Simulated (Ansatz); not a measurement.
Results of LDA (PAW; Ansatz, a program for electronic structure) for fcc Rh.

A relaxed, unreconstructed slab of the (111) face has 6 atoms, two equal faces of 6.106 Å² each and an energy of -37669.8992 eV. A bulk cell of 3 atoms with the same orientation and in-plane k mesh has -18835.9506 eV. Energies are extrapolated to zero smearing.

Numerical settings: plane-wave cutoff 500 eV, 24×24×1 k mesh (along the axes of the cell as run), Fermi–Dirac smearing 0.1 eV, scalar-relativistic PAW data made under PBE.

Worked out: γ = (E_slab − N E_bulk per atom)/2A = [-37669.8992 − 6 × (-18835.9506/3)]/(2 × 6.106) = 0.1639 eV/Å². With 16.022 J/m² per eV/Å² this is 2.63 J/m², or 1.00 eV per surface cell and face.
